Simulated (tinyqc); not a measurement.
Worked calculation: Pariser-Parr-Pople SCF with singles CI, for the molecule C=CC(=C)N=C (SMILES; centres numbered as the heavy atoms are written). One step of it, computed by the program tinyqc.

Question. Iteration 1: orbitals and new P. Diagonalise F (the basis is taken as orthonormal) and form P = 2 sum c c over the lowest orbitals; 0.5 of the old P is kept.

F (eV), lower triangle:
```
           1C         2C         3C         4C         5N         6C
1C  -5.595000
2C  -5.079398  -5.595000
3C   0.000000  -3.735396  -5.595000
4C   0.586485   0.000000  -4.823142  -5.595000
5N   0.162844   0.000000  -3.921700   0.000000  -7.950000
6C   0.000000   0.137727   0.000000   0.731352  -5.256632  -5.595000
```

pi electrons, sum of z_r less the charge = 6

P at the start, lower triangle:
```
           1C         2C        3C         4C        5N        6C
1C   1.000000
2C   0.908817   1.000000
3C   0.000000   0.406094  1.000000
4C  -0.407121   0.000000  0.813215   1.000000
5N  -0.091131   0.000000  0.416855   0.000000  1.000000
6C   0.000000  -0.095602  0.000000  -0.415853  0.904393  1.000000
```

Give: orbital energies; P after iteration 1.

Answer.

orbital energies (eV): -14.3829  -11.4420  -9.2786  -2.1275  -0.8252  2.1311

P after iteration 1, lower triangle:
```
         1C       2C       3C       4C      5N      6C
1C   0.9990
2C   0.9167   1.0006
3C   0.0026   0.3898   0.9916
4C  -0.3892   0.0012   0.8275   1.0026
5N  -0.0868  -0.0059   0.4016  -0.0106  1.0938
6C   0.0091  -0.0844  -0.0241  -0.4036  0.9017  0.9123
```
